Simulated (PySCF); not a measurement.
Work out the structure from these simulated measurements.

Formula: C2H6O2S.

| Item | Value |
| --- | --- |
| NMR, other nuclei | isotropic shieldings of nuclei other than C and H, by class: 112 (2 O), 213 (1 S) ppm [GIAO PBE0/pcSseg-1] |
| Triplet | lowest triplet excitation (Tamm–Dancoff): 7.68 eV [TDA wB97X-D/def2-SVPD] |
| UV, strongest line | among the 8 lowest singlet transitions: S8 at 9.23 eV (134 nm, f = 0.155) [TDDFT wB97X-D/def2-SVPD] |
| Dipole | 4.87 D [wB97X-D/def2-SVPD] |
| 13C NMR | chemical shifts (computed TMS as zero) by class: 47.9 (2 C) ppm [GIAO PBE0/pcSseg-1] |
| Rotational structure | rotational constants A, B, C: 4.550, 4.262, 4.005 GHz [GFN2-xTB] |
| UV, first state | lowest singlet excitation: 7.93 eV (156 nm, f = 0.005) [TDDFT wB97X-D/def2-SVPD] |
| XPS | S2p3/2 174.0, C1s 291.7 (×2), O1s 537.6 (×2), S1s 2482.7 eV [ΔSCF SCAN, pcX-2 on the ionised atom, pcseg-1 elsewhere, spin-free X2C, 2p3/2 from a spin–orbit splitting computed afterwards within the 2p shell] |
| 1H NMR | chemical shifts (computed TMS as zero) by class: 2.57 (6 H) ppm [GIAO PBE0/pcSseg-1] |
| Polarisability | 52.3 au [wB97X-D/def2-SVPD] |

Gas-phase values; electronic properties from PySCF, density fitting. Levels stand in brackets. Geometry: GFN2-xTB; no solvent, vibrations or thermal averaging. NMR classes are plain means over equivalent atoms (diastereotopic ones count apart unless rotation or inversion swaps them), as if these changed places fast.

Task: Propose a structure and show how it fits.

Result: Numbering: `[CH3:1][S:2]([CH3:3])(=[O:4])=[O:5]`. 2 carbons fall into 1 class: S-methyl carbon [C1/C3] (47.9 ppm, 2 C). All hydrogens form one class (2.57 ppm): methyl hydrogen. The other shieldings belong to: 112 ppm, sulfonyl oxygen [O4/O5]; 213 ppm, sulfonyl sulfur [S2]. The core levels belong to: S2p3/2 174.0 eV, sulfonyl sulfur [S2]; C1s 291.7 eV, S-methyl carbon [C1/C3]; O1s 537.6 eV, sulfonyl oxygen [O4/O5]; S1s 2482.7 eV, sulfonyl sulfur [S2]. The optimised geometry has point group C2v and is an asymmetric top. Structure: dimethyl sulfone (`CS(C)(=O)=O`). The assignments are read from this structure; whether some other isomer fits the data as well wasn't checked.
